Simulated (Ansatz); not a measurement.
Input for Ansatz (development build ahead of 0.2.0):

```yaml
crystal:
  periodic: [false, false, false]
  atoms:
    - { symbol: C, position_ang: [0.0, 0.0, -0.71232] }
    - { symbol: F, position_ang: [0.0, 0.0, 0.71232] }
basis:
  gaussian: { orbitals: cc-pVTZ }
magnetization:
  initial_magnetization: 1
hamiltonian:
  xc: hf
correlation:
  method: ccsd_t
  frozen_orbitals: { C: 1, F: 1 }
```

The input is written out in the form of the current development build from the run's settings. Correlation on restricted open-shell orbitals is semicanonical, with singles.

Results

```json
{"Converged": "yes", "Reference energy": "-137.19989 hartree", "Correlation energy": "-0.39114 hartree", "Total energy": "-137.59103 hartree"}
```
